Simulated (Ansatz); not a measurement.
A relaxation, step by step

AlBH$_{5}$S (SMILES [BH2][AlH][SH2+]) (charge +1), singlet, BLYP-D4/def2-SVP (Ansatz 0.2.0). Settings:

```yaml
hamiltonian: {xc: {name: BLYP}, dispersion: d4}
relax: {f_tol: 0.01, max_steps: 80, max_displacement: 0.05}
```

Start (the SMILES describes the start alone):

B1  (-1.350, 1.086, -1.321)
Al2  (-0.100, 0.647, 0.309)
S3  (0.897, -1.841, 0.370)
H4  (-1.433, 0.360, -2.149)
H5  (-1.805, 2.138, -1.249)
H6  (0.642, 0.783, 1.792)
H7  (2.299, -1.379, 0.683)
H8  (0.742, -2.045, 1.640)
(Å)

```csv
step,energy less the last (meV),largest force component (eV/Å)
1,817.9,2.494
5,153.9,0.155
9,132.9,0.032
13,126.1,0.102
17,110.6,0.077
21,91.7,0.095
25,70.4,0.072
29,53.3,0.106
33,38.9,0.101
37,29.4,0.072
41,21.5,0.148
45,12.6,0.056
49,5.1,0.051
53 (rejected trial),1.9,0.127
57,0.2,0.054
61,0.0,0.005
```

Step 9, positions (Å) and forces (eV/Å):

```csv
atom,x,y,z,Fx,Fy,Fz
B1,-1.261,1.056,-1.250,0.001,0.007,0.006
Al2,-0.036,0.580,0.460,-0.003,0.022,0.005
S3,0.910,-1.800,0.300,-0.010,-0.007,-0.013
H4,-1.368,0.286,-2.173,0.008,0.001,-0.002
H5,-1.834,2.118,-1.250,-0.014,-0.004,-0.010
H6,0.566,1.082,1.831,0.002,-0.003,-0.001
H7,2.211,-1.446,0.541,0.032,0.004,-0.016
H8,0.706,-2.128,1.614,-0.017,-0.020,0.031
```

Step 41, positions (Å) and forces (eV/Å):

| atom | x | y | z | Fx | Fy | Fz |
| --- | --- | --- | --- | --- | --- | --- |
| B1 | -1.089 | 1.034 | -1.250 | 0.004 | 0.004 | -0.005 |
| Al2 | 0.019 | 0.700 | 0.537 | -0.003 | -0.006 | 0.013 |
| S3 | 0.421 | -1.805 | 0.729 | 0.148 | -0.003 | -0.020 |
| H4 | -0.535 | 1.166 | -2.316 | 0.003 | -0.001 | 0.005 |
| H5 | -2.296 | 1.079 | -1.189 | 0.004 | -0.003 | -0.003 |
| H6 | 0.673 | 1.271 | 1.855 | -0.008 | 0.003 | 0.000 |
| H7 | 1.485 | -1.890 | -0.141 | -0.119 | -0.002 | 0.083 |
| H8 | 1.217 | -1.808 | 1.847 | -0.030 | 0.008 | -0.073 |

Step 49, positions (Å) and forces (eV/Å):

| atom | x | y | z | Fx | Fy | Fz |
| --- | --- | --- | --- | --- | --- | --- |
| B1 | -1.034 | 1.019 | -1.250 | -0.001 | 0.005 | -0.007 |
| Al2 | -0.025 | 0.709 | 0.600 | -0.015 | -0.015 | -0.029 |
| S3 | 0.421 | -1.763 | 0.880 | 0.051 | 0.002 | 0.001 |
| H4 | -0.419 | 1.181 | -2.278 | 0.002 | 0.000 | 0.012 |
| H5 | -2.244 | 1.022 | -1.266 | 0.006 | -0.005 | -0.004 |
| H6 | 0.527 | 1.289 | 1.956 | 0.008 | 0.010 | 0.026 |
| H7 | 1.143 | -2.019 | -0.258 | -0.031 | 0.006 | 0.030 |
| H8 | 1.525 | -1.689 | 1.689 | -0.019 | -0.005 | -0.028 |

Last step (61):

```xyz
8
angstrom
B -0.9984 1.0083 -1.2458
Al -0.0532 0.7190 0.6392
S 0.4389 -1.7287 0.9823
H -0.3372 1.2660 -2.2249
H -2.1988 0.8992 -1.3412
H 0.4651 1.3104 2.0069
H 0.8805 -2.1071 -0.2575
H 1.6965 -1.6196 1.5141
```

Hardware: 2 CPU threads of an Arm Neoverse N1, shared host. Wall time about 110 s.
